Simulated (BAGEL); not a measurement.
# HF/STO-3G (density fitting with cc-pvqz-jkfit) run of CH3BO (Borane carbonyl)

Aim: the vertical ionisation energy of CH3BO (Borane carbonyl) at HF/STO-3G (density fitting with cc-pvqz-jkfit), from 2 runs. 

Program for the calculation: BAGEL 1.2.2.

8 further runs of the same task are left out: 3 that didn't finish, 5 set aside as unsound or not needed.

### Step 1. Starting point

CH3BO has 6 atoms, charge 0, and is taken as a singlet. SMILES: `[BH3-]C#[O+]`. Geometry: relaxed at PBE0-D4/def2-TZVP.

Bond lengths: B1–C2 1.512 Å, C2–O3 1.127 Å, B1–H4 1.209 Å, B1–H5 1.209 Å, B1–H6 1.209 Å. Angles: B1–C2–O3 179.9°, C2–B1–H4 104.6°, C2–B1–H5 104.5°, C2–B1–H6 104.5°, H4–B1–H5 113.9°, H4–B1–H6 113.9°, H5–B1–H6 113.9°.

### Step 2. The energy at HF/STO-3G (density fitting with cc-pvqz-jkfit)

The input, hf.json:

```json
{ "bagel": [

{
  "title": "molecule",
  "basis": "sto-3g",
  "df_basis": "cc-pvqz-jkfit",
  "angstrom": "true",
  "geometry": [
    { "atom": "B", "xyz": [      -0.275160,       0.419730,      -0.199910 ] },
    { "atom": "C", "xyz": [       0.494180,      -0.755680,       0.359250 ] },
    { "atom": "O", "xyz": [       1.068320,      -1.631140,       0.776320 ] },
    { "atom": "H", "xyz": [      -1.437140,       0.121710,      -0.050320 ] },
    { "atom": "H", "xyz": [       0.069540,       0.485120,      -1.356800 ] },
    { "atom": "H", "xyz": [       0.080260,       1.360240,       0.471460 ] }
  ]
},

{ "title": "hf" },

{ "title": "print", "file": "orbitals.molden", "orbitals": "true" }

]}
```

On the command line:

```
$ BAGEL_NUM_THREADS=1 BAGEL hf.json > hf.out
```

The log of the run:

```text
* using 1 threads per process

  ===============================================================
  ===============================================================

  *** Geometry ***

  { "atom" : "B", "xyz" : [     -0.519977,      0.793175,     -0.377775 ] },
  { "atom" : "C", "xyz" : [      0.933865,     -1.428028,      0.678884 ] },
  { "atom" : "O", "xyz" : [      2.018832,     -3.082408,      1.467032 ] },
  { "atom" : "H", "xyz" : [     -2.715801,      0.229999,     -0.095091 ] },
  { "atom" : "H", "xyz" : [      0.131412,      0.916744,     -2.563980 ] },
  { "atom" : "H", "xyz" : [      0.151669,      2.570481,      0.890930 ] },

  Number of auxiliary basis functions:      471

  Since a DF basis is specified, we compute 2- and 3-index integrals:
    o Being stored without compression. Storage requirement is 0.001 GB

  Number of basis functions:       18
  Number of electrons      :       22

    * METHOD: MOLECULE                             0.11

  *** RHF ***

  === Nuclear Repulsion ===
    56.8302504860

      * DIIS with orbital gradients will be used.

  === RHF iteration (sto-3g) ===
      0       -137.24598977          0.03034267           0.00
      1       -137.29156362          0.02344956           0.00
      2       -137.32285667          0.00222400           0.00
      3       -137.32342845          0.00031415           0.00
      4       -137.32344512          0.00007450           0.00
      5       -137.32344635          0.00001799           0.00
      6       -137.32344643          0.00000199           0.00
      7       -137.32344643          0.00000030           0.00
      8       -137.32344643          0.00000016           0.00
      9       -137.32344643          0.00000003           0.00
     10       -137.32344643          0.00000001           0.00
    * SCF iteration converged.

    * Permanent dipole moment:
           (   -0.572769,     0.875575,    -0.416348) a.u.

    * METHOD: HF                                   0.07

    * METHOD: PRINT                                0.00

  ===============================================================
```

Wall time 0.34 s (1 thread of Arm Neoverse V2, shared host).

### Step 3. The doublet cation, same level

The input, job.json:

```json
{ "bagel" : [

{
  "title" : "molecule",
  "basis" : "sto-3g",
  "df_basis" : "cc-pvqz-jkfit",
  "angstrom" : true,
  "geometry" : [
    { "atom" : "B", "xyz" : [      -0.275160,       0.419730,      -0.199910 ] },
    { "atom" : "C", "xyz" : [       0.494180,      -0.755680,       0.359250 ] },
    { "atom" : "O", "xyz" : [       1.068320,      -1.631140,       0.776320 ] },
    { "atom" : "H", "xyz" : [      -1.437140,       0.121710,      -0.050320 ] },
    { "atom" : "H", "xyz" : [       0.069540,       0.485120,      -1.356800 ] },
    { "atom" : "H", "xyz" : [       0.080260,       1.360240,       0.471460 ] }
  ]
},

{ "title" : "uhf", "charge" : 1, "nopen" : 1 },

{ "title" : "print", "file" : "orbitals.molden", "orbitals" : true }

]}
```

On the command line:

```
$ BAGEL_NUM_THREADS=1 BAGEL job.json > job.out
```

The log of the run:

```text
* using 1 threads per process

  ===============================================================
  ===============================================================

  *** Geometry ***

  { "atom" : "B", "xyz" : [     -0.519977,      0.793175,     -0.377775 ] },
  { "atom" : "C", "xyz" : [      0.933865,     -1.428028,      0.678884 ] },
  { "atom" : "O", "xyz" : [      2.018832,     -3.082408,      1.467032 ] },
  { "atom" : "H", "xyz" : [     -2.715801,      0.229999,     -0.095091 ] },
  { "atom" : "H", "xyz" : [      0.131412,      0.916744,     -2.563980 ] },
  { "atom" : "H", "xyz" : [      0.151669,      2.570481,      0.890930 ] },

  Number of auxiliary basis functions:      471

  Since a DF basis is specified, we compute 2- and 3-index integrals:
    o Being stored without compression. Storage requirement is 0.001 GB

  Number of basis functions:       18
  Number of electrons      :       22

    * METHOD: MOLECULE                             0.11

  *** Open-shell HF ***

  === Nuclear Repulsion ===
    56.8302504860

      * DIIS with orbital gradients will be used.

  === UHF iteration (sto-3g) ===
      0       -136.83561576          0.06648727           0.01
      1       -136.89648741          0.05665818           0.01
      2       -136.91510118          0.04451521           0.01
      3       -136.94615923          0.00259950           0.01
      4       -136.94700433          0.00120772           0.01
      5       -136.94726606          0.00086534           0.01
      6       -136.94752155          0.00049671           0.01
      7       -136.94768258          0.00030696           0.01
      8       -136.94775715          0.00028013           0.01
      9       -136.94779850          0.00027361           0.01
     10       -136.94785455          0.00026776           0.01
     11       -136.94795030          0.00024538           0.01
     12       -136.94805440          0.00019004           0.01
     13       -136.94807243          0.00017510           0.01
     14       -136.94808164          0.00015787           0.01
     15       -136.94809465          0.00015690           0.01
     16       -136.94809948          0.00013814           0.01
     17       -136.94812053          0.00012517           0.01
     18       -136.94814989          0.00010287           0.01
     19       -136.94817726          0.00008656           0.01
     20       -136.94818826          0.00007044           0.01
     21       -136.94819700          0.00005067           0.01
     22       -136.94819971          0.00003611           0.01
     23       -136.94820016          0.00002447           0.01
     24       -136.94820016          0.00001770           0.01
     25       -136.94820021          0.00001419           0.01
     26       -136.94820031          0.00001190           0.01
     27       -136.94820112          0.00000785           0.01
     28       -136.94820126          0.00000610           0.01
     29       -136.94820131          0.00000479           0.01
     30       -136.94820135          0.00000370           0.01
     31       -136.94820138          0.00000324           0.01
     32       -136.94820140          0.00000304           0.01
     33       -136.94820143          0.00000255           0.01
     34       -136.94820145          0.00000201           0.01
     35       -136.94820145          0.00000154           0.01
     36       -136.94820146          0.00000098           0.01
     37       -136.94820146          0.00000050           0.01
     38       -136.94820146          0.00000037           0.01
     39       -136.94820146          0.00000032           0.01
     40       -136.94820146          0.00000014           0.01
     41       -136.94820146          0.00000006           0.01
     42       -136.94820146          0.00000004           0.01
     43       -136.94820146          0.00000003           0.01
     44       -136.94820146          0.00000003           0.01
     45       -136.94820146          0.00000002           0.01
     46       -136.94820146          0.00000001           0.01
     47       -136.94820146          0.00000001           0.01
    * SCF iteration converged.

    * S^2 (UHF) is 0.8230

    * Permanent dipole moment:
           (    0.236117,    -1.009335,    -0.009428) a.u.

    * METHOD: UHF                                  0.41

    * METHOD: PRINT                                0.00

  ===============================================================
```

Run time: 0.68 s. Hardware: 1 thread of Arm Neoverse V2, shared host.

### Step 4. Summary of results

Level: HF/STO-3G (density fitting with cc-pvqz-jkfit).

```
                                          quantity          value
                       singlet CH3BO: total energy  -137.32345 Eh
                      singlet CH3BO: dipole moment         2.86 D
                        singlet CH3BO: HOMO energy      -11.02 eV
                        singlet CH3BO: LUMO energy        5.60 eV
                      singlet CH3BO: HOMO–LUMO gap       16.62 eV
                      doublet cation: total energy  -136.94820 Eh
                              doublet cation: ⟨S²⟩          0.823
vertical ionisation energy (to the doublet cation)      10.211 eV
```

The vertical ionisation energy comes to 10.21 eV (985 kJ/mol). The negative HOMO energy of the first species, 11.02 eV, lies 0.81 eV above that difference. In a minimal basis such a difference can be off by several eV, whatever the method.
